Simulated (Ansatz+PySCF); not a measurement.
A calculation with Ansatz (development build ahead of 0.2.0).

```yaml
crystal:
  periodic: [false, false, false]
  atoms:
    - { symbol: C, position_ang: [0.0, 0.0, -1.88413] }
    - { symbol: C, position_ang: [0.0, 0.0, 1.88413] }
basis:
  gaussian: { orbitals: cc-pVDZ }
magnetization:
  spin_polarized: true
hamiltonian:
  xc: hf
scf:
  omitted_lower_state_checks: [starts, atomic_configurations, cluster_reference, orbital_swaps, given_window_search, neighbouring_geometries, increment]
```

The input is written out in the form of the current development build from the run's settings.

The run gave:

```yaml
Converged: yes
Total_energy: -75.32555 hartree
Spin_squared_of_the_determinant: 2.024
Stability_test: minimum
```

This is not the lowest solution: another run reaches a determinant 1.31 eV lower. Caution: the unrestricted determinant is a mixture of spin states; the determinant breaks the point group.
